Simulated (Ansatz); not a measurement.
C$_{2}$H$_{4}$F$_{2}$O$_{2}$, SMILES `COC(O)(F)F`, relaxed with RKS PBE0-D4/def2-TZVP in Ansatz 0.2.0 from a PBE-D4/def2-SVP geometry. The force threshold is 0.005 eV/Å; the program also tests the step.

Total charge 0; spin multiplicity 1.

Start:

```xyz
10

C     1.389    0.150    0.187
O     0.215    0.065   -0.625
C    -0.974   -0.033    0.046
O    -1.989   -0.154   -0.843
F    -0.942   -1.101    0.920
F    -1.207    1.055    0.833
H     1.325    1.011    0.884
H     2.236    0.300   -0.507
H     1.542   -0.783    0.768
H    -1.596   -0.509   -1.663
```

**Question.** How much energy does the relaxation release, and in how many steps? (Best estimate.)

**Answer.** Computed: 4.56 kJ/mol, in 9 steps.

**Question.** Which bonds change most? (Best estimate.)

**Answer.** The calculation gave: C1–H9 from 1.109 to 1.091 Å; C3–F6 from 1.363 to 1.345 Å; C1–H7 from 1.110 to 1.092 Å; C3–F5 from 1.380 to 1.362 Å.

**Question.** Give the relaxed structure. (An estimate is asked.)

**Answer.** The calculation gave: 
```xyz
10

C     1.386    0.156    0.198
O     0.224    0.078   -0.620
C    -0.955   -0.029    0.037
O    -1.970   -0.123   -0.842
F    -0.933   -1.104    0.873
F    -1.187    1.028    0.836
H     1.328    1.015    0.869
H     2.222    0.284   -0.487
H     1.518   -0.761    0.774
H    -1.634   -0.546   -1.638
```
